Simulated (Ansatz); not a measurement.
# C3H2O2: the cost of one run

All numbers below are computed with Ansatz 0.2.0 (RKS PBE0/6-31G).

### Step 1. The system as given

Bond lengths: C1–C2 1.168 Å, C2–O3 1.315 Å, O3–C4 1.335 Å, C4–O5 1.292 Å, C1–H6 1.098 Å, C4–H7 1.056 Å. Angles: C1–C2–O3 177.6°, C2–C1–H6 173.0°, C2–O3–C4 121.6°, O3–C4–O5 122.6°, O3–C4–H7 113.6°, O5–C4–H7 123.8°.

Structure file:

```xyz
7

C    -1.0428   -0.0563    1.5946
C    -0.1240    0.0003    0.8762
O     0.9337    0.0213    0.0952
C     0.8222    0.0064   -1.2355
O    -0.3202   -0.0463   -1.8377
H    -1.9587   -0.0087    2.1991
H     1.7511    0.0153   -1.7376
```

### Step 2. Preparing the start

Contents of input.yaml:

```yaml
crystal:
  periodic: [false, false, false]
  atoms:
    - { symbol: C, position_ang: [-1.0428, -0.0563, 1.5946] }
    - { symbol: C, position_ang: [-0.124, 0.0003, 0.8762] }
    - { symbol: O, position_ang: [0.9337, 0.0213, 0.0952] }
    - { symbol: C, position_ang: [0.8222, 0.0064, -1.2355] }
    - { symbol: O, position_ang: [-0.3202, -0.0463, -1.8377] }
    - { symbol: H, position_ang: [-1.9587, -0.0087, 2.1991] }
    - { symbol: H, position_ang: [1.7511, 0.0153, -1.7376] }
basis:
  gaussian: { orbitals: "6-31G" }
hamiltonian:
  xc: pbe0
relax:
  f_tol: 0.02
  max_steps: 40
```

Command:

```
$ ansatz run input.yaml --threads 1 --pin off --max-ram 2048MiB --backend cpu --events-out ev --progress --plain --runs-dir out
```

**Question.** How long does this run take on 1 thread of Arm Neoverse V2, shared host, and how much memory does it need?

About 14 s, with a peak of 0.11 GiB.
